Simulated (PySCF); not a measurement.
Bond length, frequency and bond energy of NH⁺ by level of theory

State: ⁴Σ⁻ (quartet), unpaired electrons σ ↑, π ↑↑. Set-up: H jorge-DZP-DKH, N jorge-DZP-DKH; spin-free X2C with a Gaussian nucleus (PySCF 2.14). De refers to H⁺ + N in their high-spin ground configurations, without counterpoise correction. The functionals are run spin-unrestricted. A positive dipole points towards N; it is taken about the centre of mass and depends on that origin.

```csv
Level,Re (Å),ωe (cm⁻¹),De (eV),μ (D)
UHF,1.076,3014,3.78,-1.60
UHF-MP2,1.098,2838,3.69,n/a
UHF-SCS-MP2,1.100,2826,3.70,n/a
UHF-CCSD,1.105,2792,3.71,n/a
UHF-CCSD(T),1.106,2782,3.72,n/a
PBE,1.133,2481,3.66,-1.90
PBEsol,1.135,2492,3.61,-1.93
r²SCAN,1.111,2672,3.75,-1.76
PBE0,1.115,2639,3.66,-1.84
B97-3,1.119,2622,3.63,-1.88
M06,1.114,2756,3.59,-1.86
```

The bond length runs from 1.076 Å (UHF) to 1.135 Å (PBEsol). De spans 3.59 eV (M06, hybrid meta-GGA) to 3.78 eV (UHF, mean field). Correlation at CCSD(T) changes the Hartree–Fock bond energy by -0.06 eV; the triples alone change it by +0.01 eV.

Correlated steps freeze 1 core orbital. Correlated levels converge slowly with the basis: in double zeta they bind strong bonds too weakly, by up to about 1 eV, and carry superposition errors of some tenths. For an ion De counts to the pair picked by the measured ionisation energies or electron affinities, which need not be the lowest pair at this level. The state was picked by a PBE0 search and need not be the measured ground state.

The whole job (state search and all levels along the bond) took about 0.39 min on 1 thread of Arm Neoverse V2 (shared host), peak memory 0.31 GiB.
